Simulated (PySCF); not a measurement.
Gas-phase reaction: 2 HPO2 + PH ⇌ 2 PO2 + PH3

Method: PySCF energies plus ideal-gas RRHO corrections (1 bar). † marks an energy on the PBE0/def2-TZVP geometry and frequencies; other levels use their own. 6-31G* has spherical d functions here. Open shells (unrestricted): PH (multiplicity 3), PO2 (multiplicity 2); the rest are closed-shell singlets. B3LYP is the form with VWN-RPA correlation. HPO2: computed as isolated molecules; such fragments, hydroxides, amides, oligomers or adducts are transient or little studied in the gas. The harmonic model lacks anharmonicity and excited electronic states, which grow with temperature; levels with a mode under 35 cm⁻¹ are left out. Internal rotation in HPO2 is treated as a harmonic vibration of one conformer, which makes the entropy rough.

```
level              ΔE electronic, kJ  ΔH°(298 K), kJ  ΔS°(298 K), J/K  ΔG°(1400 K), kJ
-----------------  -----------------  --------------  ---------------  ---------------
B3LYP/6-31G*                     107              98                0              106
HF/6-31G*                        233             222                0              230
HF/def2-TZVP†                    214             203                0              212
PBE0/def2-SVP†                   144             134                0              142
r2SCAN/def2-TZVP†                 69              59                0               67
LDA/def2-TZVP†                    75              65                0               73
```
ΔH° is lowest at r2SCAN/def2-TZVP† and highest at HF/6-31G*. No reference value is set beside these.
